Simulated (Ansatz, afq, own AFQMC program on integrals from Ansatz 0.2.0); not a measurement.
# Atomization energy of C2H8OSi, singlet, worked out

```yaml
atoms:
  - { symbol: C, position_ang: [-1.4715, -0.3196, -0.1298] }
  - { symbol: C, position_ang: [-0.1944, -0.5987, 0.6594] }
  - { symbol: Si, position_ang: [1.3614, 0.1397, -0.0929] }
  - { symbol: O, position_ang: [1.2692, 1.8039, -0.2264] }
  - { symbol: H, position_ang: [-1.4187, -0.7345, -1.1498] }
  - { symbol: H, position_ang: [-1.6546, 0.7631, -0.2248] }
  - { symbol: H, position_ang: [-2.3598, -0.7558, 0.3534] }
  - { symbol: H, position_ang: [-0.2846, -0.2118, 1.6897] }
  - { symbol: H, position_ang: [-0.0284, -1.6867, 0.7608] }
  - { symbol: H, position_ang: [1.5882, -0.4736, -1.4450] }
  - { symbol: H, position_ang: [2.5345, -0.1327, 0.7850] }
  - { symbol: H, position_ang: [0.7355, 2.1515, -0.9456] }
```

Basis def2-TZVP. Noble-gas cores (and the filled d shells of Ga–Kr and In–Xe) are frozen. Integrals, coupled cluster, full CI and functionals: Ansatz 0.2.0; the random walks run on the same integrals in our own AFQMC program. ph-AFQMC/CISD is guided by a CISD state made of CCSD amplitudes; releasing the constraint for a short imaginary time cuts its bias at the price of noise, slowly where states lie close. Uncertainties: one standard error, sampling alone.

Total energies in eV. CBS is CCSD(T) at the limit of def2-TZVPP/QZVPP (extrapolated itself); the highest rung of each member is named.

Cautions: C₂H₈OSi (singlet): the released value is read at 0.90 1/Eh with a noise of 19 meV, more than in the cases checked (meV from the phaseless value at times in 1/Eh: -9 ± 10 at 0.21, 2 ± 21 at 0.42, -3 ± 15 at 0.63, -20 ± 19 at 0.90).

```csv
member,count,CCSD(T)/def2-TZVP,highest rung in def2-TZVP,which,CCSD(T)/CBS
C (triplet),+2,-1028.0742,-1028.0883,FCI,-1028.3149
Si (triplet),+1,-7862.0972,-7862.1201,FCI,-7862.5000
O (triplet),+1,-2040.2212,-2040.2314,FCI,-2040.9924
H (doublet),+8,-13.6005,-13.6005,FCI,-13.6059
"C₂H₈OSi, singlet",-1,-12111.5243,-12111.6080 ± 0.0187,released AFQMC,-12114.9505
```

Problem. Work out the best estimate of the atomization energy: the CCSD(T)/CBS difference plus the step from CCSD(T) to the highest rung.

Solution. Sums with the counts: CCSD(T)/CBS 45.9811 eV, highest rung 44.2759 eV, CCSD(T)/def2-TZVP 44.2535 eV. The step is 44.2759 − 44.2535 = 0.0224 eV, so the best estimate is 45.9811 + (0.0224) = 46.0035 eV = 4438.7 kJ/mol, with sampling noise 0.019 eV. The step is under twice that noise, so its sign is open. The basis set is worth 1.728 eV of it. Zero-point, core-correlation and spin–orbit terms aren't in it. Past Ne the Hartree–Fock part of each CBS total tends to overshoot, since the cores don't follow the formula; that largely cancels in the difference.

Best estimates are given only where the step beyond CCSD(T) is under 0.3 eV and no member's determinant is very poor (T1 over 0.05, or 0.07 for open shells, ⟨S²⟩ too high by 0.3, two states mixed), so the hardest cases are missing from such tables.

Each member of a difference takes its own highest rung, so a best estimate needn't equal the limit plus the step of one row. Released energies are given only where the last usable release times agree within the noise; a slower fall can still hide under it.
